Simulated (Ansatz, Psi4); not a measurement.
## Predicting a hybrid from its neighbours: C2H3ClO (acetyl chloride)

The species is C2H3ClO (7 atoms), meant as a singlet with charge 0. SMILES: `CC(=O)Cl`. The coordinates come from a PBE0-D4/def2-TZVP relaxation.

The HOMO–LUMO gap y, in eV, basis cc-pVDZ; a is the functional's share of exact exchange. Programs: Ansatz 0.2.0, Psi4 1.11.

| functional | program | a | y (eV) |
| --- | --- | --- | --- |
| PBE | Psi4 | 0 | 4.94 |
| r2SCAN | Psi4 | 0 | 5.50 |
| TPSSh | Psi4 | 0.1 | 6.22 |
| B3LYP | Psi4 | 0.2 | 7.10 |
| PBE0 | Psi4 | 0.25 | 7.64 |
| r2SCAN0 | Ansatz | 0.25 | ? |
| BHLYP | Psi4 | 0.5 | 10.40 |

Q: Fit y = c + s·a to the known rows and predict r2SCAN0.

A: 
1. Means of the 6 rows: a = 0.1750, y = 6.967.
2. Σ(Δa)² = 0.17875, Σ(Δa·Δy) = 1.837, so the slope is 1.837/0.17875 = 10.277.
3. Intercept: 6.967 − (10.277) × 0.1750 = 5.169. The largest residual of the fit is 0.33.
4. r2SCAN0: 5.169 + (10.277) × 0.25 = 7.74 eV.

The run gave 8.01 eV, so the prediction is off by -0.27 eV, within the largest residual. Exact exchange lowers occupied levels and raises empty ones. The rows mix families of semi-local functionals, which the line can't see.
